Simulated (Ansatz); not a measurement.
AuC, doublet: the ladder up to RCCSDT(Q)

Geometry: a point of a stretch scan, not a stationary point.

```xyz
2

Au    0.0000    0.0000    0.0000
C     0.0000    0.0000    2.9400
```

Basis def2-SVP with its core potentials; Ansatz 0.2.0. Correlated methods freeze the noble-gas cores, which leaves 15 electrons in 41 orbitals. Prefix R: restricted or restricted open-shell reference; prefix U: unrestricted. Active spaces: pair = (3e, 3o) about the gap; valence = (15e, 10o) chosen from the atoms' valence shells. No spin–orbit coupling is included; scalar relativity enters through the core potentials alone. The metal's outer-core shells are frozen, which leaves out core–valence correlation.

Full CI isn't at hand for all of this; RCCSDT(Q) serves as the reference, and is uncertain by about the last step of the cluster series. The frozen core follows each run's orbitals, which can shift R against U totals by a few meV for light atoms and by up to 0.1 eV past Ca.

For open shells CISD is restricted-active-space CI with the open shells as a complete middle space.

- UHF ⟨S²⟩: 1.659
- T1 diagnostic (RCCSD): 0.0866
- largest doubles amplitude (RCCSD): 0.239

```tsv
level	E − E(RHF) (eV)
RMP2	-9.5027
RCCSD	-10.1978
RCCSD(T)	-10.5882
```

Task: Estimate how far RCCSDT(Q) in def2-SVP lies from RCCSD(T). The table doesn't fix it; the size of (T) and the diagnostics are the guide.

Result: RCCSDT(Q) in def2-SVP lies 8.5 kJ/mol below RCCSD(T), which is 23 % of the (T) step (-37.7 kJ/mol). T1 is raised, a doubles amplitude is large, but (T) still catches most of what CCSD lacks. The miss exceeds 1 kcal/mol.

The other levels:

| level | E − E(RCCSDT(Q)) (kJ/mol) | share of correlation (%) | wall time |
| --- | --- | --- | --- |
| CISD | 182.2 | 82.31 | 23 s |
| RCCSDT | 3.6 | 99.65 | – |
| CASSCF (pair space) | 861.7 | 16.35 | – |
| NEVPT2 (pair space) | 36.5 | 96.46 | 9 s |
| MRCISD (pair space) | 90.5 | 91.21 | – |
| MRCISD+Q (pair space) | 15.4 | 98.50 | 6 s |
| CASSCF (valence space) | 808.8 | 21.48 | – |
| NEVPT2 (valence space) | 104.6 | 89.85 | 9.5 s |
| MRCISD (valence space) | 75.0 | 92.72 | – |
| MRCISD+Q (valence space) | 12.6 | 98.77 | 14 s |

The correlation energy at RCCSDT(Q), counted from RHF, is -10.676 eV. That run took 2.6 min on 1 thread of Intel Xeon Platinum 8259CL, shared host.

Run but not shown, since their state or frozen core can't be matched to the reference's or they repeat it: UHF, UMP2, UCCSD, UCCSD(T), UCCSDT, UCCSDT(Q).

Times hold each run's SCF and search for its determinant on a shared host, so for small cases they say little of a method's own cost; they ran on 1 thread of Intel Xeon Platinum 8259CL.

Natural occupations of CASSCF (valence space) about the gap: 2.000 1.999 1.951 1.543 1.000 0.456 0.051; effectively unpaired electrons, Σ n²(2−n)², 2.01.
